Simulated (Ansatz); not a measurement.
# A rate constant, worked out

An elementary step of CH₄OSi, closed shell (CH₂OSi ([O][CH][SiH]) + H₂ → CH₄OSi ([OH][CH][SiH2]); H–Si, H–H broken or loosened, H–O, Si–H formed or tightened). The start structure is the reactant molecule, and the electronic barrier above it is 0.233 eV by CCSD(T) at an estimated basis limit (MP2 extrapolated from triple and quadruple zeta, plus CCSD(T) − MP2 in triple zeta). Program: Ansatz 0.2.0. Basis: def2-TZVPP and def2-QZVPP. Cores are frozen in the correlated methods. Extrapolation: Hartree–Fock as exp(−7.88 √X), correlation as X^−2.97. Harmonic wavenumbers at PBE0-D4/def2-TZVP (Ansatz 0.2.0), in cm⁻¹:

Start: 141, 277, 452, 524, 560, 663, 773, 845, 941, 1377, 1445, 1756, 2101, 2776, 3277.

Saddle: 757i, 341, 497, 546, 621, 740, 958, 1018, 1135, 1330, 1530, 1626, 2064, 2246, 2965.

(1) Work out the transition-state-theory rate constant at 400 K from these numbers alone (harmonic vibrations; rotation, path degeneracy and anharmonicity left out), and the Wigner tunnelling factor. Use 1 cm⁻¹ = 1.2398 × 10⁻⁴ eV and k_B = 8.617 × 10⁻⁵ eV/K.

The T1 diagnostic stays at or below 0.021. The restricted Hartree–Fock reference is unstable towards an unrestricted one at one or more of these structures.

Results:

(1) Zero-point energies, half the sums: start 17908/2 cm⁻¹ = 1.1102 eV; saddle, real modes only, 17617/2 cm⁻¹ = 1.0921 eV.
Barrier with zero-point energy: 0.233 + 1.0921 − 1.1102 = 0.2149 eV.
k_BT = 0.03447 eV, so the barrier is 6.23 k_BT.
Vibrational partition functions from the zero-point level, ln q = −Σ ln(1 − exp(−hν/k_BT)): start 2.169, saddle 0.959.
k = (k_BT/h) exp(ln q‡ − ln q) exp(−E0/k_BT), with log₁₀(k_BT/h in s⁻¹) = 12.92: log₁₀ k = 12.92 + (-1.210 − 6.23)/2.3026 = 9.69, so k ≈ 5 × 10^(9) s⁻¹.
Wigner factor: 1 + (hν‡/k_BT)²/24 = 1 + (2.72)²/24 = 1.31. A change of 1 kcal/mol (0.043 eV) in the barrier would change k by a factor of 3.5 at this temperature.

Labels in which every atom is bracketed show which atoms are joined, not bond orders.

For scale, one of the runs: CCSD(T)/def2-TZVPP, 160 basis functions, launched by `ansatz run in.yaml --threads 2 --pin off --events-out ev --progress --plain --max-ram 4352MiB`. Hardware: 2 CPU threads, shared host. Wall time 20 s; peak host memory 1.2 GiB.
